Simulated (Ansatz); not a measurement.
ZnLu2S4 (Pnma, No. 62; cell taken from a computed entry) was calculated with PBEsol in Ansatz (plane waves, PAW).

Settings: plane-wave cutoff 520 eV, 4×6×6 k mesh (along the axes of the cell as run), Fermi–Dirac smearing 0.01 eV, scalar-relativistic PAW data made under PBE.

Cell (relaxed with PBEsol):

Lu₂ZnS₄ is modelled in the orthorhombic space group Pnma (No. 62), Pearson symbol oP28. Cell: a = 13.114 Å, b = 7.623 Å, c = 6.187 Å, α = β = γ = 90.00°. Lu1 on 4a has 6 S at 2.636–2.672 Å (octahedral). Lu2 on 4c is surrounded by 6 S at 2.639–2.686 Å (octahedral). Zn on 4c sees 4 S at 2.266–2.353 Å (tetrahedral). S1 on 8d has 1 Zn at 2.340 Å and 3 Lu at 2.672–2.686 Å. S2 on 4c is coordinated by 1 Zn at 2.353 Å and 3 Lu at 2.639–2.647 Å. S3 on 4c is coordinated by 1 Zn at 2.266 Å and 3 Lu at 2.636–2.665 Å. (Neighbours: up to the widest gap in distance over summed covalent radii, below 1.35, at either atom; cation-cation and far metal-metal contacts left out.)

Estimate the band gap that the calculation returns.


- band gap: 2.09 eV

Spin–orbit coupling is not included.

Computed values are for the static lattice.

Cost on a shared machine: very roughly 24 core-minutes.

Ansatz is a quantum-chemistry and plane-wave program.
